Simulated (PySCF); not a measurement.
Nitrogen: a sound run and one with changed settings

Sound run: N [He] 2s2 2p3, N⁺ [He] 2s2 2p2. Computed with PySCF 2.14 in x2c-TZVPall (5s3p2d1f, 31 functions), with scalar relativity by spin-free X2C-1e. The sound run starts from symmetry-adapted Hartree-Fock orbitals and uses a fine grid where one is needed.

Changed run: radial step 0.8 in ln r (0.13 in the sound run). This setting is unsound on purpose.

```json
{"species": "N", "method": "UHF", "sound run (hartree)": "-54.43200", "changed run (hartree)": "-54.43200", "converged": "yes"}
{"species": "N", "method": "M06-L", "sound run (hartree)": "-54.62937", "changed run (hartree)": "-54.61564", "converged": "yes"}
{"species": "N", "method": "M06-2X", "sound run (hartree)": "-54.61785", "changed run (hartree)": "-54.63348", "converged": "yes"}
{"species": "N⁺", "method": "UHF", "sound run (hartree)": "-53.92152", "changed run (hartree)": "-53.92152", "converged": "yes"}
{"species": "N⁺", "method": "M06-L", "sound run (hartree)": "-54.08911", "changed run (hartree)": "-54.05896", "converged": "yes"}
{"species": "N⁺", "method": "M06-2X", "sound run (hartree)": "-54.08382", "changed run (hartree)": "-54.10652", "converged": "yes"}
```

Ionisation energy of N:

| method | sound run (eV) | changed run (eV) |
| --- | --- | --- |
| UHF | 13.891 | 13.891 |
| M06-L | 14.701 | 15.148 |
| M06-2X | 14.532 | 14.339 |

A coarse radial grid mis-integrates the density and the exchange-correlation energy, with errors of either sign; Hartree-Fock needs no grid.

For comparison, NIST gives 14.534 eV between the lowest levels.
